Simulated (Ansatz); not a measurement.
Diamond-structure Ge

Computed with HSE06 (Ansatz, an electronic-structure program, plane waves, PAW).

Numerical settings: plane-wave cutoff 500 eV, 1×1×1 k mesh, Fermi–Dirac smearing 0.05 eV, cell of 216 sites, scalar-relativistic PAW data made under PBE.

Cell: relaxed at this level.

* **vacancy formation energy**: 3.04 eV
* **vacancy formation energy before relaxation**: 3.43 eV

Note: the vacancy is neutral, without spin, and relaxed from the ideal cell, whose symmetry can bar a Jahn–Teller distortion; the defect's distortion and the cell size are not converged; the k mesh is coarse; energies are extrapolated to zero smearing, and mesh and cell size move such values by some tenths of an eV.

Static lattice: no zero-point or thermal effects.
